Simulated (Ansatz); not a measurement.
One change: `CC(N)S` becomes `CC(N)N`.

Ansatz, PBE0-D4/def2-TZVP geometries, multiplicity 1. Each molecule was computed in one conformer, which needn't be the lowest.

| property | `CC(N)S` |
| --- | --- |
| HOMO energy (ωB97M-V/def2-TZVPP) / eV | -8.96 |
| HOMO–LUMO gap (ωB97M-V/def2-TZVPP) / eV | 11.07 |
| HOMO energy (PBE0/def2-TZVPP) / eV | -6.70 |
| HOMO–LUMO gap (PBE/def2-TZVPP) / eV | 4.98 |
| size of the dipole moment (B3LYP/def2-TZVPP) / D | 2.67 |
| zero-point energy (PBE0-D4/def2-TZVP) / kJ/mol | 242.4 |

(1) What does the change do to each property? (An estimate is asked.)

## Answers

(1) Computed: 
```json
{"property": "HOMO energy (ωB97M-V/def2-TZVPP) / eV", "`CC(N)N`": "-9.16", "shift": "-0.20"}
{"property": "HOMO–LUMO gap (ωB97M-V/def2-TZVPP) / eV", "`CC(N)N`": "11.55", "shift": "0.48"}
{"property": "HOMO energy (PBE0/def2-TZVPP) / eV", "`CC(N)N`": "-6.75", "shift": "-0.05"}
{"property": "HOMO–LUMO gap (PBE/def2-TZVPP) / eV", "`CC(N)N`": "5.47", "shift": "0.49"}
{"property": "size of the dipole moment (B3LYP/def2-TZVPP) / D", "`CC(N)N`": "1.30", "shift": "-1.37"}
{"property": "zero-point energy (PBE0-D4/def2-TZVP) / kJ/mol", "`CC(N)N`": "289.9", "shift": "47.5"}
```

With PBE0 the HOMO falls by 0.05 eV and the LUMO rises by 0.52 eV, so the gap widens by about 0.57 eV. PBE moves the HOMO by 0.14 eV and ωB97M-V by -0.20 eV. The zero-point energy changes by 47.5 kJ/mol with +3 modes. Dipoles are sizes alone; their direction can turn.

B3LYP here is the variant with VWN-RPA as its local correlation; programs differ in this.
